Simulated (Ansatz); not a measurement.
Input file:

```yaml
crystal:
  periodic: [false, false, false]
  atoms:
    - {symbol: Al, position_ang: [0.000000, -0.044485, 0.423834]}
    - {symbol: Li, position_ang: [0.000000, -0.044485, -2.214988]}
    - {symbol: H, position_ang: [0.000000, 2.849488, 2.531278]}
    - {symbol: H, position_ang: [0.000000, -1.352347, 1.376243]}
basis:
  gaussian: {orbitals: def2-SVP}
magnetization: {spin_polarized: false}
hamiltonian: {pseudopotentials: {relativity: scalar}}
correlation: {method: ccsdt_q_b, electrons: valence, diis_vectors: 2}
```

```sh
$ ansatz run in.yaml --threads 1 --pin off --events-out ev --progress --plain --max-ram 2393MiB
```

Log:

```
642 factors; integrals over basis functions are off by at most 1.9e-7 eV
mean field evaluation 1: about -6819.0392 eV, gradient 1.2e1 eV
mean field evaluation 2: about -6819.0396 eV, gradient 1.2e1 eV
mean field evaluation 4: about -6820.7259 eV, gradient 1.4e0 eV
mean field evaluation 8: about -6820.7590 eV, gradient 8.9e-4 eV
mean field evaluation 16: about -6820.7612 eV, gradient 1.2e-1 eV
mean field evaluation 32: about -6802.5143 eV, gradient 9.8e-1 eV
mean field evaluation 64: about -6811.3438 eV, gradient 1.9e1 eV
mean field -6820.75900930 eV, -250.6582703153 hartree, gradient 4.3e-6 eV, S^2 0.000000; 1 other end points of the search recorded, 0 dependent functions left out; unrestricted orbitals would lower it
mean field evaluation 96: about -6820.7897 eV, gradient 1.1e1 eV
unrestricted determinant -6822.19280722 eV, -250.7109614171 hartree, S^2 0.9768
5 core orbitals not correlated: weight in the atoms' cores, before any rotation towards them, 1.000 or more for the frozen orbitals, at most 0.000 for the correlated occupied ones
reference -6820.75900930 eV, -250.6582703153 hartree; 4, 4 occupied and 28, 28 virtual orbitals, 642 factors
second order -2.27867157 eV of doubles, -0.00000000 eV of singles
cycle   1  -2.79432023 eV  change   -5.2e-1 eV  update   1.6e-1
cycle   2  -3.15173534 eV  change   -3.6e-1 eV  update   1.1e-1
...
cycle  44  -3.74307918 eV  change   -1.6e-6 eV  update   2.8e-6
cycle  45  -3.74307926 eV  change   -7.8e-8 eV  update   2.4e-6
cycle  46  -3.74308129 eV  change   -2.0e-6 eV  update   2.1e-6
cycle  47  -3.74308129 eV  change   -2.7e-9 eV  update   1.5e-6
cycle  48  -3.74308157 eV  change   -2.8e-7 eV  update   1.3e-6
cycle  49  -3.74308184 eV  change   -2.7e-7 eV  update   7.8e-7
cycle  50  -3.74308197 eV  change   -1.3e-7 eV  update   6.6e-7
cycle  51  -3.74308229 eV  change   -3.2e-7 eV  update   5.1e-7
cycle  52  -3.74308251 eV  change   -2.2e-7 eV  update   4.2e-7
cycle  53  -3.74308250 eV  change    1.8e-8 eV  update   2.7e-7
perturbative correction -0.00872104 eV, -0.0003204922 hartree
Total energy: -6824.51081283 eV, -250.7961465521 hartree
Relativity: scalar
```

The T1 diagnostic is 0.114.

Ran on 1 thread of Arm Neoverse N1, shared host: 6.5 s wall, 0.16 GiB peak host memory.
